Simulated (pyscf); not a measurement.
# Routes from H₂P–InH₂ + H₂

Candidate steps break at most two bonds and form at most two. Each was searched with GFN2-xTB (tblite) first. Single points on ωB97X-D3(BJ)/def2-SVP structures (PySCF, gas phase). Energies: ωB97M-D3(BJ)/def2-TZVP, eV, from the separated reactants, singlet surface; ΔG‡ with ideal gas, 1 atm, RRHO with modes under 100 cm⁻¹ raised to 100, one conformer, R ln 2 for chiral ones without a mode under 150 cm⁻¹.

```csv
products,type,ΔE‡,ΔE,ΔG‡ 298 K,ΔG‡ 900 K,ν‡ (cm⁻¹)
H₂P–InH₂ + H₂,"four-centre exchange (H–In, H–H broken, H–In, H–H formed)",1.46,0.00,1.84,2.62,1674i
H₂P–InH₂ + H₂,"four-centre exchange (H–P, H–H broken, H–P, H–H formed)",3.36,0.00,3.66,4.45,2267i
```

Plain bond fissions and candidates not yet searched are not listed, and one of them may be faster. Each barrier is that of the saddle found; lower ones may exist. Elements past Kr carry the def2 core potentials, without spin-orbit coupling.
